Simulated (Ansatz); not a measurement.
in.yaml

```yaml
crystal:
  periodic: [false, false, false]
  atoms:
    - {symbol: H, position_ang: [0.000000, 0.000000, -0.943000]}
    - {symbol: H, position_ang: [0.000000, 0.000000, -0.015000]}
    - {symbol: F, position_ang: [0.000000, 0.000000, 0.958000]}
basis:
  gaussian: {orbitals: def2-mTZVP}
magnetization: {spin_polarized: true, initial_magnetization: 1}
correlation: {method: bccd, electrons: all}
scf: {lower_state_search: off}
```

```sh
$ ansatz run in.yaml --threads 1 --pin off --events-out ev --progress --plain --max-ram 2393MiB
```

Log:

```
these checks for a lower state are left out or cut short: stability, starts, cluster_reference, orbital_swaps, neighbouring_geometries, increment
220 factors; integrals over basis functions are off by at most 1.6e-3 eV
mean field evaluation 1: about -2733.7183 eV, gradient 1.7e1 eV
mean field evaluation 2: about -2733.7193 eV, gradient 1.7e1 eV
mean field evaluation 4: about -2735.1080 eV, gradient 2.1e0 eV
mean field evaluation 8: about -2735.1552 eV, gradient 1.0e-3 eV
mean field -2735.15517567 eV, -100.5150987511 hartree, gradient 3.2e-6 eV, S^2 0.763374; 0 other end points of the search recorded, 0 dependent functions left out
reference -2735.15517567 eV, -100.5150987511 hartree; 6, 5 occupied and 19, 20 virtual orbitals, 220 factors
second order -6.18130801 eV of doubles, -0.00000000 eV of singles
cycle   1  -6.12234704 eV  change    5.9e-2 eV  update   5.0e-2
cycle   2  -6.24349264 eV  change   -1.2e-1 eV  update   1.6e-2
cycle   3  -6.27695244 eV  change   -3.3e-2 eV  update   8.4e-3
cycle   4  -6.27456756 eV  change    2.4e-3 eV  update   2.3e-3
cycle   5  -6.27409617 eV  change    4.7e-4 eV  update   8.0e-4
cycle   6  -6.27426134 eV  change   -1.7e-4 eV  update   2.5e-4
cycle   7  -6.27427733 eV  change   -1.6e-5 eV  update   9.0e-5
cycle   8  -6.27430093 eV  change   -2.4e-5 eV  update   4.3e-5
cycle   9  -6.27432244 eV  change   -2.2e-5 eV  update   1.5e-5
cycle  10  -6.27432187 eV  change    5.6e-7 eV  update   4.2e-6
Total energy: -2741.42949754 eV, -100.7456758271 hartree
Checks for a lower state left out: stability, starts, cluster_reference, orbital_swaps, neighbouring_geometries, increment
```

Ran on 1 thread of Intel Xeon 6975P-C, shared host: 0.33 s wall, 0.13 GiB peak host memory.
